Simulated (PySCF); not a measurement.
Molecule: SMILES C=C1C[C@H]1CN, C5H9N.

Molfile (atoms numbered from 1):
```
C5H9N
     RDKit          3D

 15 15  0  0  0  0  0  0  0  0999 V2000
    2.4441   -0.7973   -0.0610 C   0  0  0  0  0  0  0  0  0  0  0  0
    1.3764   -0.0161   -0.0956 C   0  0  0  0  0  0  0  0  0  0  0  0
    0.7278    1.1855   -0.6222 C   0  0  0  0  0  0  0  0  0  0  0  0
   -0.0010    0.2288    0.3275 C   0  0  1  0  0  0  0  0  0  0  0  0
   -1.1361   -0.6201   -0.1875 C   0  0  0  0  0  0  0  0  0  0  0  0
   -2.3835    0.1136   -0.1282 N   0  0  0  0  0  0  0  0  0  0  0  0
    3.3477   -0.5483   -0.6250 H   0  0  0  0  0  0  0  0  0  0  0  0
    2.4553   -1.7144    0.5351 H   0  0  0  0  0  0  0  0  0  0  0  0
    1.0298    2.1669   -0.2408 H   0  0  0  0  0  0  0  0  0  0  0  0
    0.4234    1.1872   -1.6763 H   0  0  0  0  0  0  0  0  0  0  0  0
   -0.1573    0.6020    1.3476 H   0  0  0  0  0  0  0  0  0  0  0  0
   -1.2267   -1.5148    0.4520 H   0  0  0  0  0  0  0  0  0  0  0  0
   -0.8547   -0.9934   -1.1968 H   0  0  0  0  0  0  0  0  0  0  0  0
   -3.1540   -0.4558   -0.4704 H   0  0  0  0  0  0  0  0  0  0  0  0
   -2.3341    0.9311   -0.7337 H   0  0  0  0  0  0  0  0  0  0  0  0
  1  2  2  0
  2  3  1  0
  3  4  1  0
  4  5  1  0
  5  6  1  0
  4  2  1  0
  1  7  1  0
  1  8  1  0
  3  9  1  0
  3 10  1  0
  4 11  1  1
  5 12  1  0
  5 13  1  0
  6 14  1  0
  6 15  1  0
M  END
```

Geometry PBE0-D3(BJ)/def2-SVP throughout; GIAO in PySCF 2.14, gas phase, one conformer, non-relativistic; equivalent atoms averaged; basis pcSseg-1.

Q: How do the absolute shieldings σ depend on the functional? (a selection of nuclei; ppm; last column core-seconds on shared hosts with different chips, so compare them loosely; the GGAs took longer than the global hybrids here, which isn't the general rule, and the cause wasn't traced)

A: 
| functional | kind | C2 | C1 | C5 | C3 | N6 | H8 | H7 | H13 | H10 | core-s |
| --- | --- | --- | --- | --- | --- | --- | --- | --- | --- | --- | --- |
| HF | Hartree–Fock | 49.8 | 81.1 | 147.5 | 185.6 | 238.7 | 26.02 | 26.06 | 30.16 | 31.20 | 5.4 |
| LDA | LDA | 31.8 | 65.6 | 127.6 | 168.1 | 228.9 | 24.99 | 25.06 | 28.56 | 30.19 | 16 |
| PBE | GGA | 37.5 | 69.9 | 127.5 | 167.9 | 223.6 | 25.45 | 25.52 | 28.95 | 30.58 | 21 |
| BLYP | GGA | 31.4 | 66.2 | 121.3 | 163.4 | 218.1 | 25.73 | 25.80 | 29.09 | 30.76 | 24 |
| BP86 | GGA | 37.2 | 69.7 | 127.3 | 167.6 | 223.6 | 25.52 | 25.59 | 29.03 | 30.64 | 21 |
| OPBE | GGA | 49.3 | 78.5 | 135.8 | 173.0 | 227.2 | 25.41 | 25.47 | 29.02 | 30.57 | 20 |
| KT2 | GGA | 50.2 | 79.2 | 131.1 | 171.7 | 224.8 | 25.53 | 25.60 | 28.92 | 30.55 | 20 |
| KT3 | GGA | 50.8 | 80.0 | 131.0 | 170.8 | 222.2 | 25.71 | 25.78 | 29.08 | 30.69 | 20 |
| B97-D | GGA | 41.4 | 72.9 | 127.3 | 167.7 | 221.3 | 25.74 | 25.81 | 29.17 | 30.78 | 20 |
| B3LYP | global hybrid | 34.6 | 68.4 | 127.9 | 168.7 | 224.0 | 25.72 | 25.78 | 29.35 | 30.81 | 12 |
| PBE0 | global hybrid | 41.3 | 72.6 | 135.0 | 173.9 | 230.0 | 25.48 | 25.54 | 29.30 | 30.68 | 12 |
| mPW1PW91 | global hybrid | 40.5 | 71.7 | 134.2 | 173.0 | 228.8 | 25.55 | 25.60 | 29.35 | 30.73 | 12 |
| WP04 | global hybrid | 29.5 | 61.8 | 121.8 | 161.4 | 213.7 | 26.09 | 26.14 | 29.62 | 30.93 | 11 |
| B97-2 | global hybrid | 43.9 | 74.5 | 134.4 | 173.2 | 227.8 | 25.64 | 25.70 | 29.38 | 30.78 | 11 |
| BHandHLYP | global hybrid | 39.7 | 72.3 | 135.9 | 175.4 | 230.6 | 25.77 | 25.82 | 29.66 | 30.90 | 10 |
| CAM-B3LYP | range-separated hybrid | 36.2 | 69.6 | 132.8 | 172.9 | 230.0 | 25.64 | 25.69 | 29.43 | 30.78 | 14 |
| wB97X-D | range-separated hybrid | 40.9 | 72.3 | 135.7 | 174.5 | 231.0 | 25.64 | 25.68 | 29.50 | 30.82 | 14 |
| LC-wPBE | range-separated hybrid | 42.8 | 72.9 | 142.4 | 179.1 | 237.7 | 25.51 | 25.55 | 29.59 | 30.77 | 19 |

Q: Which nucleus among those listed moves most, in ppm?

A: C5 (sp3 CH2 bonded to N): from 121.3 ppm with BLYP to 147.5 ppm with HF. The smallest spread is 1.01 ppm, at H10. Proton shifts span only some 12 ppm, so a few tenths of a ppm matter as much there as several ppm in carbon.
